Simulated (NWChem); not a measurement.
A series in which one site is exchanged, each optimised at PBE0/def2-SVP with NWChem, gas phase unless a solvent is named. Some are not confirmed as minima by frequencies. def2 effective core potentials on Sn, Hf; no spin-orbit coupling.

A: [SnH4] (SnH4; site = Sn)
B: C (CH4; site = C)
C: [HfH4] (HfH4; site = Hf)
D: [SiH4] (SiH$_{4}$; site = Si)

### Question
Rank them by vertical ionisation energy, ΔSCF, PBE0/def2-SVP (eV), lowest first.

### Answer
C (10.59), A (11.47), D (12.44), B (14.02)
